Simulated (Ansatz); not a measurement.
Basis-set series for HNO$_{3}$, SMILES `O=NOO`. The species carries charge 0 and has multiplicity 1. The geometry is a stationary point of PBE0-D4/def2-TZVP. It is one conformer, not always the lowest.

| functional | basis | functions | energy (Eh) | HOMO (eV) | LUMO (eV) |
| --- | --- | --- | --- | --- | --- |
| PBE0-D4 | def2-SVP | 61 | -280.32757 | -8.94 | -2.53 |
| PBE0-D4 | def2-QZVPP | 258 | -280.68715 | -9.09 | -2.59 |
| ωB97M-V | def2-SVP | 61 | -280.53905 | -11.29 | 0.02 |
| ωB97M-V | def2-QZVPP | 258 | -280.90652 | -11.49 | -0.11 |

(1) Give the rows for def2-TZVPP. (Best estimate.)

Results:

(1) The calculation gave: 
| functional | basis | functions | energy (Eh) | HOMO (eV) | LUMO (eV) |
| --- | --- | --- | --- | --- | --- |
| PBE0-D4 | def2-TZVPP | 138 | -280.67239 | -9.05 | -2.56 |
| ωB97M-V | def2-TZVPP | 138 | -280.89235 | -11.44 | -0.07 |

Results of the Gaussian-basis code of Ansatz.
